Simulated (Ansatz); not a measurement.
The input, for Ansatz 0.2.0:

```yaml
crystal:
  periodic: [false, false, false]
  atoms:
    - {symbol: Cl, position_ang: [0.000000, 0.000000, -1.437667]}
    - {symbol: H, position_ang: [0.000000, 0.000000, -0.111667]}
    - {symbol: S, position_ang: [0.000000, 0.000000, 1.549333]}
basis:
  gaussian: {orbitals: cc-pVTZ}
magnetization: {spin_polarized: true, initial_magnetization: 2}
hamiltonian: {xc: hf}
output: {orbitals: {seedname: orbitals}}
```

```sh
$ ansatz run in.yaml --threads 1 --pin off --events-out ev --progress --plain --max-ram 2816MiB --backend cpu
```

Output:

```
790 factors; their error is unknown
mean field evaluation 1: about -23334.5431 eV, gradient 9.5e0 eV
mean field evaluation 2: about -23335.3479 eV, gradient 3.8e0 eV
mean field evaluation 4: about -23335.5199 eV, gradient 4.3e-1 eV
mean field evaluation 8: about -23335.9516 eV, gradient 7.2e-1 eV
mean field evaluation 16: about -23335.9521 eV, gradient 8.6e-6 eV
mean field evaluation 32: about -23335.9629 eV, gradient 1.6e0 eV
mean field evaluation 64: about -23335.9436 eV, gradient 7.6e-2 eV
mean field -23336.00169599 eV, -857.5822446176 hartree, gradient 7.8e-7 eV, S^2 2.015056; 2 other end points of the search recorded, 0 dependent functions left out
reference -23336.00169599 eV, -857.5822446176 hartree; 18, 16 occupied and 64, 66 virtual orbitals, 790 factors
Total energy: -23336.00169599 eV, -857.5822446176 hartree
```

Ran on 1 thread of AMD EPYC 7R13, shared host: 3.1 s wall, 0.2 GiB peak host memory.
